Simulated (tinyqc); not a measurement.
Worked calculation: UHF in the sto-3g basis, for LiH, spin multiplicity 3. One step of it, computed by the program tinyqc.

Task: Iteration 1: building the Fock matrix. J_ij = sum D_kl (ij|kl) with D = D(alpha) + D(beta), K_ij = sum D_kl (ik|jl) for each spin; F = H + J - K(s); E = tr D H + tr D J / 2 - 0.5 sum_s tr D(s) K(s) + E_nn.

D(alpha) at the start:
```
            1Li 1s     1Li 2s   1Li 2px   1Li 2py    1Li 2pz      2H 1s
1Li 1s    1.556242  -0.167667  0.000000  0.000000   0.004100  -0.015250
1Li 2s   -0.167667   0.763010  0.000000  0.000000  -0.004264   0.072501
1Li 2px   0.000000   0.000000  0.000000  0.000000   0.000000   0.000000
1Li 2py   0.000000   0.000000  0.000000  0.000000   0.000000   0.000000
1Li 2pz   0.004100  -0.004264  0.000000  0.000000   0.002549   0.040941
2H 1s    -0.015250   0.072501  0.000000  0.000000   0.040941   0.685670
```

D(beta) at the start:
```
            1Li 1s     1Li 2s   1Li 2px   1Li 2py    1Li 2pz      2H 1s
1Li 1s    0.518747  -0.055889  0.000000  0.000000   0.001367  -0.005083
1Li 2s   -0.055889   0.254337  0.000000  0.000000  -0.001421   0.024167
1Li 2px   0.000000   0.000000  0.000000  0.000000   0.000000   0.000000
1Li 2py   0.000000   0.000000  0.000000  0.000000   0.000000   0.000000
1Li 2pz   0.001367  -0.001421  0.000000  0.000000   0.000850   0.013647
2H 1s    -0.005083   0.024167  0.000000  0.000000   0.013647   0.228557
```

core Hamiltonian H = T + V (hartree):
```
            1Li 1s     1Li 2s    1Li 2px    1Li 2py    1Li 2pz      2H 1s
1Li 1s   -4.661736  -1.046225   0.000000   0.000000  -0.009622  -0.105214
1Li 2s   -1.046225  -1.347851   0.000000   0.000000  -0.094993  -0.442384
1Li 2px   0.000000   0.000000  -1.096327   0.000000   0.000000   0.000000
1Li 2py   0.000000   0.000000   0.000000  -1.096327   0.000000   0.000000
1Li 2pz  -0.009622  -0.094993   0.000000   0.000000  -1.169554  -0.597770
2H 1s    -0.105214  -0.442384   0.000000   0.000000  -0.597770  -1.233307
```

Two-electron integrals (ij|kl) in chemists' order, unique and non-zero (hartree):
```
(11|11) 1.680395   (21|11) 0.265420   (21|21) 0.049941   (22|11) 0.397727
(22|21) 0.092860   (22|22) 0.290562   (31|31) 0.008981   (32|31) 0.013788
(32|32) 0.064184   (33|11) 0.396640   (33|21) 0.092880   (33|22) 0.290497
(33|33) 0.312946   (41|41) 0.008981   (42|41) 0.013788   (42|42) 0.064184
(43|43) 0.016869   (44|11) 0.396640   (44|21) 0.092880   (44|22) 0.290497
(44|33) 0.279207   (44|44) 0.312946   (51|51) 0.008981   (52|51) 0.013788
(52|52) 0.064184   (53|53) 0.016869   (54|54) 0.016869   (55|11) 0.396640
(55|21) 0.092880   (55|22) 0.290497   (55|33) 0.279207   (55|44) 0.279207
(55|55) 0.312946   (61|11) 0.024787   (61|21) 0.004709   (61|22) 0.008995
(61|33) 0.008888   (61|44) 0.008888   (61|51) 0.000601   (61|52) 0.001171
(61|55) 0.009214   (61|61) 0.000491   (62|11) 0.089258   (62|21) 0.021240
(62|22) 0.074526   (62|33) 0.070250   (62|44) 0.070250   (62|51) 0.003312
(62|52) 0.023344   (62|55) 0.083011   (62|61) 0.002430   (62|62) 0.036641
(63|31) 0.001336   (63|32) 0.007055   (63|53) 0.003205   (63|63) 0.002043
(64|41) 0.001336   (64|42) 0.007055   (64|54) 0.003205   (64|64) 0.002043
(65|11) 0.120411   (65|21) 0.028851   (65|22) 0.104161   (65|33) 0.096989
(65|44) 0.096989   (65|51) 0.005093   (65|52) 0.035999   (65|55) 0.118407
(65|61) 0.003381   (65|62) 0.055103   (65|65) 0.083461   (66|11) 0.255530
(66|21) 0.061572   (66|22) 0.238613   (66|33) 0.218245   (66|44) 0.218245
(66|51) 0.009523   (66|52) 0.087465   (66|55) 0.279246   (66|61) 0.007147
(66|62) 0.153044   (66|65) 0.236858   (66|66) 0.774606
```

nuclear repulsion = 0.76692349 hartree

Give: Coulomb J; exchange K(alpha); exchange K(beta); F(alpha); F(beta); total energy of this density.

Result:

Coulomb J (hartree):
```
         1Li 1s  1Li 2s  1Li 2px  1Li 2py  1Li 2pz  2H 1s
1Li 1s    4.037   0.687    0.000    0.000    0.010  0.066
1Li 2s    0.687   1.324    0.000    0.000    0.088  0.405
1Li 2px   0.000   0.000    1.301    0.000    0.000  0.000
1Li 2py   0.000   0.000    0.000    1.301    0.000  0.000
1Li 2pz   0.010   0.088    0.000    0.000    1.362  0.579
2H 1s     0.066   0.405    0.000    0.000    0.579  1.509
```

exchange K(alpha) (hartree):
```
         1Li 1s  1Li 2s  1Li 2px  1Li 2py  1Li 2pz  2H 1s
1Li 1s    2.565   0.411    0.000    0.000    0.004  0.046
1Li 2s    0.411   0.306    0.000    0.000    0.050  0.189
1Li 2px   0.000   0.000    0.061    0.000    0.000  0.000
1Li 2py   0.000   0.000    0.000    0.061    0.000  0.000
1Li 2pz   0.004   0.050    0.000    0.000    0.131  0.205
2H 1s     0.046   0.189    0.000    0.000    0.205  0.600
```

exchange K(beta) (hartree):
```
         1Li 1s  1Li 2s  1Li 2px  1Li 2py  1Li 2pz  2H 1s
1Li 1s    0.855   0.137    0.000    0.000    0.001  0.015
1Li 2s    0.137   0.102    0.000    0.000    0.017  0.063
1Li 2px   0.000   0.000    0.020    0.000    0.000  0.000
1Li 2py   0.000   0.000    0.000    0.020    0.000  0.000
1Li 2pz   0.001   0.017    0.000    0.000    0.044  0.068
2H 1s     0.015   0.063    0.000    0.000    0.068  0.200
```

F(alpha) (hartree):
```
         1Li 1s  1Li 2s  1Li 2px  1Li 2py  1Li 2pz   2H 1s
1Li 1s   -3.189  -0.771    0.000    0.000   -0.004  -0.085
1Li 2s   -0.771  -0.330    0.000    0.000   -0.058  -0.226
1Li 2px   0.000   0.000    0.144    0.000    0.000   0.000
1Li 2py   0.000   0.000    0.000    0.144    0.000   0.000
1Li 2pz  -0.004  -0.058    0.000    0.000    0.061  -0.224
2H 1s    -0.085  -0.226    0.000    0.000   -0.224  -0.325
```

F(beta) (hartree):
```
         1Li 1s  1Li 2s  1Li 2px  1Li 2py  1Li 2pz   2H 1s
1Li 1s   -1.479  -0.497    0.000    0.000   -0.001  -0.055
1Li 2s   -0.497  -0.126    0.000    0.000   -0.024  -0.101
1Li 2px   0.000   0.000    0.185    0.000    0.000   0.000
1Li 2py   0.000   0.000    0.000    0.185    0.000   0.000
1Li 2pz  -0.001  -0.024    0.000    0.000    0.149  -0.087
2H 1s    -0.055  -0.101    0.000    0.000   -0.087   0.075
```

total energy of this density = -8.13972 hartree

This density is the starting one; it is not idempotent, so its energy is not variational and may lie below the converged one.
